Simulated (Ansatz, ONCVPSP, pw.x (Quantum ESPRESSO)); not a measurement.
**From atom to crystal: ONCV potential for Ru (Z = 44)**

- Element: ruthenium
- Generator: ONCVPSP 4.0.1.1 (patched build)
- Type: optimised norm-conserving Vanderbilt (ONCV)
- Functional: PBEsol
- Relativity: scalar-relativistic
- Frozen core: [Ar] 3d10
- Valence charge: 16
- Reference configuration: 4s2 4p6 4d7 5s0.5 5p0.5
- Partial waves: 4s+5s: rc 1.65 bohr, ncon 3, nbas 8, qcut 8.9 1/bohr, 3 projectors, debl 1.8 Ha; 4p+5p: rc 2.10 bohr, ncon 3, nbas 8, qcut 6.1 1/bohr, 2 projectors; 4d: rc 2.15 bohr, ncon 4, nbas 9, qcut 9.9 1/bohr, 3 projectors, debl 1.6 Ha
- Local potential: polynomial inside 1.50 bohr (lpopt 5, dvloc0 0 Ha)
- Core correction: Teter function, fcfact 5.75, rcfact 1.55

Crystal test: sc Ru in pw.x 7.5, no spin, 13³ k-points, Fermi–Dirac smearing 0.01 Ry, cutoffs 70/280 Ry. The reference is all-electron LAPW (Ansatz 0.2.0) with the same functional, mesh and smearing; V0 and B0 come from Birch–Murnaghan fits to the pressures at five volumes. Errors are pseudo minus all-electron; Δ is the rms difference of the E(V) curves that follow from these fits, minima aligned, over ±6 % about the mean V0. Mesh and smearing are coarse, so the numbers serve the comparison and aren't converged zero-temperature values; the lattice is a test structure that the element need not adopt.

All-electron: a0 = 2.482 Å (V0 = 15.29 Å³/atom), B0 = 244.4 GPa.

Question: How far does the potential miss the all-electron equation of state?

Answer: mean pressure error (GPa): +0.75; a0 (Å): 2.485; a0 error (%): +0.10; B0 error (%): +0.2; Δ (meV/atom): 2.5. Atomic configuration tests: 1 of 4 tests not solved or not reliable.

| V (Å³/atom) | P all-electron (GPa) | P pseudo (GPa) |
| --- | --- | --- |
| 14.509 | 14.56 | 15.52 |
| 14.891 | 6.94 | 7.78 |
| 15.273 | 0.32 | 1.06 |
| 15.655 | -5.41 | -4.77 |
| 16.037 | -10.37 | -9.81 |

Question: At the middle volume, how do free energy and pressure move when the wave cutoff is lowered (ecutrho kept at four times it)?

Answer:

| cutoff (Ry) | shift of F (meV/atom) | shift of P (GPa) |
| --- | --- | --- |
| 32 | +3743.3 | -149.82 |
| 42 | +550.0 | -33.84 |
| 56 | +19.3 | -2.03 |

Input at the middle volume:

```
&control
  calculation='scf', prefix='x', pseudo_dir='./', outdir='./tmp', tstress=.true., disk_io='none'
/
&system
  ibrav=0, nat=1, ntyp=1, ecutwfc=70, ecutrho=280, nbnd=16,
  occupations='smearing', smearing='fd', degauss=0.01
/
&electrons
  conv_thr=1e-09, mixing_beta=0.4, electron_maxstep=70
/
ATOMIC_SPECIES
Ru 1.0 Ru.UPF
CELL_PARAMETERS angstrom
  2.48108390 0.00000000 0.00000000
  0.00000000 2.48108390 0.00000000
  0.00000000 0.00000000 2.48108390
ATOMIC_POSITIONS crystal
Ru 0.0000 0.0000 0.0000
K_POINTS automatic
13 13 13 0 0 0
```

```bash
pw.x < Ru.scf.in > Ru.scf.out
```

Lines of the output:

```
Message from routine setup:
     using ibrav=0 with symmetry is DISCOURAGED, use correct ibrav instead
     lattice parameter (alat)  =       4.6886  a.u.
     unit-cell volume          =     103.0673 (a.u.)^3
     number of electrons       =        16.00
     number of Kohn-Sham states=           16
     kinetic-energy cutoff     =      70.0000  Ry
     charge density cutoff     =     280.0000  Ry
     scf convergence threshold =      1.0E-09
     Exchange-correlation= PBESOL
     number of k points=    84  Fermi-Dirac smearing, width (Ry)=  0.0100
     iteration #  1     ecut=    70.00 Ry     beta= 0.40
     total energy              =    -208.05173751 Ry
     estimated scf accuracy    <       0.13502609 Ry
     iteration #  2     ecut=    70.00 Ry     beta= 0.40
     total energy              =    -208.07471061 Ry
     estimated scf accuracy    <       0.00217792 Ry
     iteration #  3     ecut=    70.00 Ry     beta= 0.40
     total energy              =    -208.07478698 Ry
     estimated scf accuracy    <       0.00061461 Ry
     iteration #  4     ecut=    70.00 Ry     beta= 0.40
     total energy              =    -208.07481873 Ry
     estimated scf accuracy    <       0.00001859 Ry
     iteration #  5     ecut=    70.00 Ry     beta= 0.40
     total energy              =    -208.07481794 Ry
     estimated scf accuracy    <       0.00000376 Ry
     iteration #  6     ecut=    70.00 Ry     beta= 0.40
     total energy              =    -208.07481874 Ry
     estimated scf accuracy    <       0.00000019 Ry
     iteration #  7     ecut=    70.00 Ry     beta= 0.40
     total energy              =    -208.07481873 Ry
     estimated scf accuracy    <       0.00000003 Ry
     iteration #  8     ecut=    70.00 Ry     beta= 0.40
     the Fermi energy is    20.6032 ev
!    total energy              =    -208.07481874 Ry
     estimated scf accuracy    <          2.1E-11 Ry
     smearing contrib. (-TS)   =      -0.00631190 Ry
     The total energy is F=E-TS. E is the sum of the following terms:
     one-electron contribution =     -45.38018572 Ry
     hartree contribution      =      33.86286123 Ry
     xc contribution           =     -41.63224121 Ry
     ewald contribution        =    -154.91894114 Ry
     convergence has been achieved in   8 iterations
          total   stress  (Ry/bohr**3)                   (kbar)     P=       10.57
     Message from routine punch:
     Nothing written, as per user request (disk_io='none')
```

The run at the middle volume (84 k-points, 8 iterations) took about 11 s on one core of a shared host (Neoverse-V2, 32 threads, 247 GiB, load 28).
